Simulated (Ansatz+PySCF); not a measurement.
Results of a calculation; reference values are marked as such.
Input for Ansatz (development build ahead of 0.2.0):

```yaml
crystal:
  periodic: [false, false, false]
  atoms:
    - { symbol: Li, position_ang: [0.0, 0.0, -2.09035] }
    - { symbol: Li, position_ang: [0.0, 0.0, 2.09035] }
basis:
  gaussian: { orbitals: "6-31G" }
hamiltonian:
  xc: pbe0
scf:
  omitted_lower_state_checks: [starts, atomic_configurations, cluster_reference, orbital_swaps, given_window_search, neighbouring_geometries, increment]
output:
  forces: true
```

The input is written out in the form of the current development build from the run's settings.

Output:

```
Converged                       : yes
Total energy                    : -14.93747 hartree
Spin squared of the determinant : 0.000
Stability test                  : minimum among restricted orbitals
```

Forces (eV/Å):
| atom | Fx | Fy | Fz |
| --- | --- | --- | --- |
| Li1 | 0.000 | 0.000 | 0.538 |
| Li2 | 0.000 | 0.000 | -0.538 |
